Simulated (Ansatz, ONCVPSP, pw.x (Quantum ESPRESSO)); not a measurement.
germanium: one change to the ONCV potential, in the atom and in the diamond crystal

ONCVPSP 4.0.1.1 (patched build) input, shortened (lines: element, Z, core and valence counts, functional; n l f; lmax; l rc ep ncon nbas qcut; lloc lpopt rc5 dvloc0; l nproj debl; icmod fcfact rcfact), PBE, scalar-relativistic:

```
  Ge 32.00    6    2        4      upf
    1    0    2.00
    2    0    2.00
    2    1    6.00
    3    0    2.00
    3    1    6.00
    3    2   10.00
    4    0    2.00
    4    1    1.75
    2
    0    1.70    0.00    4    9    4.80
    1    2.30    0.00    4    7    3.30
    2    1.75    0.19    4    8    5.00
    4    2    1.50    1.00
    0    1    2.10
    1    2    2.60
    2    1    3.20
    0    0.00    0.00
```

Change: p: rc 2.98.

Cutoffs, loose and tight: the cutoffs (Ha) at which the residual kinetic energy of the hardest occupied pseudo-wave falls to 1 and 0.1 mHa per electron. They do not see the model core or the augmentation charge, which bear on the density cutoff. Test errors are all-electron minus pseudo excitation energies from the reference, over the configurations 4s2 4p2; 4s2 4p1; 4s2 4p0; 4s1 4p3; variants that change the core or the reference have their own tests.

Crystal test: diamond Ge in pw.x 7.5, no spin, 8³ k-points, Fermi–Dirac smearing 0.01 Ry, cutoffs set for each file from its atomic test. The reference is all-electron LAPW (Ansatz 0.2.0) with the same functional, mesh and smearing; V0 and B0 come from Birch–Murnaghan fits to the pressures at five volumes. Errors are pseudo minus all-electron; Δ is the rms difference of the E(V) curves that follow from these fits, minima aligned, over ±6 % about the mean V0. Mesh and smearing are coarse, so the numbers serve the comparison and aren't converged zero-temperature values; the lattice is a test structure that the element need not adopt.

All-electron: a0 = 5.765 Å (V0 = 23.95 Å³/atom), B0 = 57.6 GPa.

Q: Does the change bring the crystal closer to the all-electron result?

A: The mean pressure error goes from +0.81 to +1.12 GPa, so the change moves the solid further from the all-electron pressures.

```
                       quantity       base    changed
                 outcome (atom)  generated  generated
           cutoff, loose (atom)     8.9 Ha     8.9 Ha
           cutoff, tight (atom)      15 Ha      12 Ha
            bound ghosts (atom)       none       none
largest test error (meV) (atom)        +17        -30
           cutoffs in pw.x (Ry)     35/140     35/140
                         a0 (Å)      5.792      5.801
                   a0 error (%)      +0.47      +0.63
                   B0 error (%)       -2.4       -1.6
                   Δ (meV/atom)        4.2        5.7
      mean pressure error (GPa)      +0.81      +1.12
```

Changed file: The largest radius (2.98 bohr) exceeds half the bond length (2.36 bohr), so the spheres overlap, which is one possible source of error among others. This is a poor potential for the solid.
